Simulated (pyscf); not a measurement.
PySCF, gas phase, ωB97X-D3(BJ)/def2-SVP geometries.

Q: For the elementary gas-phase step `[OH][Si]([OH])([OH])[F]` + `[H]` [doublet] -> `[OH2]` + `[OH][Si]([OH])[F]` [doublet] (doublet surface; O–Si broken, H–O formed), what barrier and reaction energy does r²SCAN/def2-TZVP give, measured from the separated reactants?

A: ΔE‡ = 1.22 eV, ΔE = +0.68 eV. ωB97M-D3(BJ)/def2-TZVP gives 1.52 eV and +0.84 eV. Zero-point energy shifts the barrier by +0.02 eV. It is a substitution at O, with an imaginary mode of 1564i cm⁻¹. On the product side the descent ends in a bound adduct (not fully relaxed), 0.35 eV under the separated species and 1.19 eV under the saddle at ωB97X-D3(BJ)/def2-TZVP. At ωB97X-D3(BJ)/def2-TZVP the barrier from the zero used here is 1.68 eV. One saddle was located; it need not be the lowest between these sides. The angle at the attacked O is 140°.
